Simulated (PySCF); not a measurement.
How good is the calculation?

Numbering as in the mapped SMILES `[CH3:1][CH2:2][CH2:3][O:4][CH2:5][CH3:6]`; H(Xn) means a hydrogen on atom n.

The experiment to reproduce: δ $^{17}$O O4 1.7 ppm (measured; liquid, neat; K. Matsuzaki, S. Hayashi, W. Nakanishi, RSC Adv. 2024, ESI (observed values from its refs S1-S5)).
δ $^{13}$C C3 72.5; C2 23.2; C1 10.7 ppm (measured; solution, not stated per compound (mostly CDCl3 or CCl4); Pretsch, Buehlmann, Badertscher, Structure Determination of Organic Compounds, 4th ed. (2009)).

PySCF 2.14 calculation with NMR shieldings at B97-2/pcSseg-2/GIAO and PBE0-D3(BJ)/def2-TZVP geometry; fast rotation and ring inversion assumed for equivalent nuclei, one conformer, isolated molecule, no relativistic terms.

(1) How close does the calculation come?

(2) How far are the unscaled $^{13}$C shifts from the references?

Answers

(1) 
Reference values: measured (liquid, neat; K. Matsuzaki, S. Hayashi, W. Nakanishi, RSC Adv. 2024, ESI (observed values from its refs S1-S5)).
| atoms | quantity | reference | computed | computed, scaled |
| --- | --- | --- | --- | --- |
| O4 | δ $^{17}$O vs H2O | 1.7 | – | 17.3 |

Reference values: measured (solution, not stated per compound (mostly CDCl3 or CCl4); Pretsch, Buehlmann, Badertscher, Structure Determination of Organic Compounds, 4th ed. (2009)).
```json
{"atoms": "C3", "quantity": "δ $^{13}$C", "reference": "72.5", "computed": "79.5", "computed, scaled": "74.7"}
{"atoms": "C2", "quantity": "δ $^{13}$C", "reference": "23.2", "computed": "28.2", "computed, scaled": "25.1"}
{"atoms": "C1", "quantity": "δ $^{13}$C", "reference": "10.7", "computed": "12.5", "computed, scaled": "10.0"}
```

Computed shifts are σ(ref) − σ with the named reference compound (TMS for H and C) calculated as an isolated molecule at the same level. The measured values may be among those fitted. Shieldings were converted by linear fits to measured shifts (mostly CDCl3, TMS scale, for H and C): $^{13}$C: δ = 176.90 − 0.966σ (rms 2.0 ppm, 686 shifts, 2.1 ppm with the 3 outliers that the fit left out); $^{17}$O: δ = 274.06 − 0.947σ (rms 12.3 ppm, 98 shifts vs liquid water, solution or neat liquid). Occasional misses reach two or three times the rms, and more in compound classes unlike the fitted ones.

(2) Mean signed difference +4.60 ppm, mean absolute 4.60 ppm over 3 comparisons; the largest is +7.0 ppm at C3 (sp3 CH2 bonded to O).
